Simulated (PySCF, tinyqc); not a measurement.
RHF in the sto-6g basis, for LiH, spin multiplicity 1, step by step. The lowest restricted solution is unstable here: a spin-polarised one lies 0.0893 hartree lower (PySCF). One step of it, computed by the program tinyqc.

Question. Iteration 1: building the Fock matrix. J_ij = sum D_kl (ij|kl), K_ij = sum D_kl (ik|jl); F = H + J - 0.5 K; E = tr D H + tr D J / 2 - 0.25 tr D K + E_nn.

D at the start, lower triangle:
```
            1Li 1s    1Li 2s   1Li 2px   1Li 2py   1Li 2pz     2H 1s
1Li 1s    1.978055
1Li 2s    0.018774  0.196915
1Li 2px   0.000000  0.000000  0.000000
1Li 2py   0.000000  0.000000  0.000000  0.000000
1Li 2pz  -0.113507  0.414205  0.000000  0.000000  0.883112
2H 1s    -0.100255  0.342699  0.000000  0.000000  0.731148  0.605354
```

core Hamiltonian H = T + V (hartree), lower triangle:
```
            1Li 1s     1Li 2s    1Li 2px    1Li 2py    1Li 2pz      2H 1s
1Li 1s   -4.619630
1Li 2s   -0.978979  -1.261881
1Li 2px   0.000000   0.000000  -1.037922
1Li 2py   0.000000   0.000000   0.000000  -1.037922
1Li 2pz  -0.004457  -0.050125   0.000000   0.000000  -1.069184
2H 1s    -0.009477  -0.142389   0.000000   0.000000  -0.215435  -0.978723
```

Two-electron integrals (ij|kl) in chemists' order, unique and non-zero (hartree):
```
(11|11) 1.681247   (21|11) 0.242603   (21|21) 0.044507   (22|11) 0.397190
(22|21) 0.090279   (22|22) 0.290625   (31|31) 0.009437   (32|31) 0.014261
(32|32) 0.064236   (33|11) 0.397190   (33|21) 0.090279   (33|22) 0.290625
(33|33) 0.313125   (41|41) 0.009437   (42|41) 0.014261   (42|42) 0.064236
(43|43) 0.016875   (44|11) 0.397190   (44|21) 0.090279   (44|22) 0.290625
(44|33) 0.279374   (44|44) 0.313125   (51|51) 0.009437   (52|51) 0.014261
(52|52) 0.064236   (53|53) 0.016875   (54|54) 0.016875   (55|11) 0.397190
(55|21) 0.090279   (55|22) 0.290625   (55|33) 0.279374   (55|44) 0.279374
(55|55) 0.313125   (61|11) 0.002201   (61|21) 0.000401   (61|22) 0.000844
(61|33) 0.000832   (61|44) 0.000832   (61|51) 0.000055   (61|52) 0.000119
(61|55) 0.000868   (61|61) 4.03e-06   (62|11) 0.024295   (62|21) 0.005698
(62|22) 0.022597   (62|33) 0.021335   (62|44) 0.021335   (62|51) 0.000764
(62|52) 0.006798   (62|55) 0.025122   (62|61) 0.000064   (62|62) 0.005127
(63|31) 0.000203   (63|32) 0.001362   (63|53) 0.000667   (63|63) 0.000158
(64|41) 0.000203   (64|42) 0.001362   (64|54) 0.000667   (64|64) 0.000158
(65|11) 0.036387   (65|21) 0.008557   (65|22) 0.034408   (65|33) 0.032313
(65|44) 0.032313   (65|51) 0.001203   (65|52) 0.010784   (65|55) 0.038597
(65|61) 0.000097   (65|62) 0.008225   (65|65) 0.013223   (66|11) 0.169228
(66|21) 0.039894   (66|22) 0.167855   (66|33) 0.157907   (66|44) 0.157907
(66|51) 0.004456   (66|52) 0.049271   (66|55) 0.187749   (66|61) 0.000440
(66|62) 0.054716   (66|65) 0.089220   (66|66) 0.774999
```

nuclear repulsion = 0.50768520 hartree

Give: Coulomb J; exchange K; Fock matrix F; total energy of this density.

Answer.

Coulomb J (hartree), lower triangle:
```
         1Li 1s  1Li 2s  1Li 2px  1Li 2py  1Li 2pz   2H 1s
1Li 1s   3.9355
1Li 2s   0.6195  1.2702
1Li 2px  0.0000  0.0000   1.2503
1Li 2py  0.0000  0.0000   0.0000   1.2503
1Li 2pz  0.0146  0.1002   0.0000   0.0000   1.3099
2H 1s    0.0058  0.1290   0.0000   0.0000   0.2008  1.2119
```

exchange K (hartree), lower triangle:
```
          1Li 1s  1Li 2s  1Li 2px  1Li 2py  1Li 2pz   2H 1s
1Li 1s    3.3517
1Li 2s    0.5190  0.2328
1Li 2px   0.0000  0.0000   0.0487
1Li 2py   0.0000  0.0000   0.0000   0.0487
1Li 2pz  -0.0020  0.1795   0.0000   0.0000   0.3800
2H 1s     0.0070  0.1614   0.0000   0.0000   0.2704  0.6565
```

Fock matrix F (hartree), lower triangle:
```
          1Li 1s   1Li 2s  1Li 2px  1Li 2py  1Li 2pz    2H 1s
1Li 1s   -2.3599
1Li 2s   -0.6189  -0.1081
1Li 2px   0.0000   0.0000   0.1880
1Li 2py   0.0000   0.0000   0.0000   0.1880
1Li 2pz   0.0112  -0.0397   0.0000   0.0000   0.0508
2H 1s    -0.0072  -0.0941   0.0000   0.0000  -0.1498  -0.0951
```

total energy of this density = -7.719285 hartree
